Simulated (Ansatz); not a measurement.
Basis-set extrapolation for `C=CC#N` (PBE0-D4/def2-TZVP geometry, frozen core, the Gaussian-basis code of Ansatz). Multiplicity 1, RHF reference.

|  | def2-TZVPP | def2-QZVPP |
| --- | --- | --- |
| HF | -169.832267 | -169.839240 |
| MP2 correlation | -0.653078 | -0.695493 |
| CCSD(T) correlation | -0.704398 | not run |

Energies in hartree. Use E(X) = E(∞) + A·exp(−7.88·√X) for Hartree–Fock and E(X) = E(∞) + B·X^(−2.97) for correlation, with X = 3 and 4, and add CCSD(T) minus MP2 of the smaller set to the MP2 limit.

Task: What is the CCSD(T) energy at the basis-set limit?

Result: HF limit: -169.839240 + (-0.006973) × 0.13774 = -169.84020. MP2 limit: -0.695493 + (-0.042415) × 0.74074 = -0.72691. Higher-order term: -0.704398 − (-0.653078) = -0.05132. Total: -170.61843 hartree, 214.7 kJ/mol below CCSD(T)/def2-TZVPP.
